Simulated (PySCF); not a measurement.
**CH₃: calculation against measurement**

Isolated CH₃, optimised in PySCF with density fitting and no spin–orbit coupling; def2 sets carry scalar-relativistic core potentials from Rb on. All levels below give a doublet of D3h symmetry: PBE0/def2-TZVP C–H 1.080 Å (×3); PBE/def2-TZVP C–H 1.087 Å (×3).

Measured fundamentals (Jacox, Vibrational and Electronic Energy Levels of Polyatomic Transient Molecules, as compiled in the NIST Chemistry WebBook) beside computed harmonic wavenumbers, in cm⁻¹:

```tsv
mode as compiled	computed symmetry	measured	medium	PBE0/def2-TZVP	PBE/def2-TZVP
a1' ch stretch	a1'	3004.4	gas	3130	3054
a2 opla	a2''	606.5	gas	526	530
e' ch stretch	e'	3160.8	gas	3314	3233
e' deformation	e'	1396	neon matrix	1401	1358
```

Question: How close does each level come?

Answer: Mean absolute differences: PBE0/def2-TZVP 5.7 %, PBE/def2-TZVP 4.8 %. The mean ratio of measured to computed values at PBE/def2-TZVP is 1.034. Harmonic values should lie a little above fundamentals, most of all for X–H stretches, yet here they lie below on average; matrices shift bands further, usually down by up to a few per cent.

Question: The tabulated gas-phase entropy at 298.15 K and 1 bar is 194.17 J/(mol K) (Chase, 1998, NIST Chemistry WebBook). What do rigid-rotor harmonic-oscillator sums give?

Answer: PBE0/def2-TZVP 194.6, PBE/def2-TZVP 194.8 J/(mol K). Only the spin multiplicity enters the electronic part, so orbital degeneracy and low-lying levels are missing.

Question: ΔfH°(298 K) is 145.69 kJ/mol (Chase, 1998, NIST Chemistry WebBook), and for the gaseous atoms C 716.9, H 218.0 kJ/mol (tabulated in the package mendeleev). Compare the atomisation enthalpy with the calculations.

Answer: From the tables it is 716.9 + 3 × 218.0 − (145.7) = 1225 kJ/mol. To a computed De one adds −ZPE (-78.3), the atoms' spin–orbit lowering from NIST levels (-0.3) and the thermal terms (14.6), all taken at PBE0/def2-TZVP.
| level | De (kJ/mol) | ΔatH°(298 K) | computed − tabulated |
| --- | --- | --- | --- |
| PBE0/def2-TZVP | 1288 | 1224 | -1 |
| PBE/def2-TZVP | 1295 | 1231 | 6 |
| CCSD(T)/def2-TZVP at the PBE0 geometry | 1242 | 1178 | -48 |
| HF/def2-TZVP at the PBE0 geometry | 1013 | 949 | -276 |
| MP2/def2-TZVP at the PBE0 geometry | 1233 | 1169 | -56 |
Triple-zeta wave-function results underbind; they need larger basis sets to converge.

Question: The evaluated ionisation energy is 9.84 ± 0.01 eV (NIST Chemistry WebBook). What vertical values are computed in def2-TZVP at the PBE0 geometry?

Answer: PBE0 9.96, CCSD(T) 9.70, HF 8.98, PBE 10.01, r2SCAN 10.12, B3LYP 9.91, TPSSh 9.89, MP2 9.68, wB97X 9.75, revPBE 9.96 eV. Vertical values lie above an adiabatic one by the relaxation of the ion.
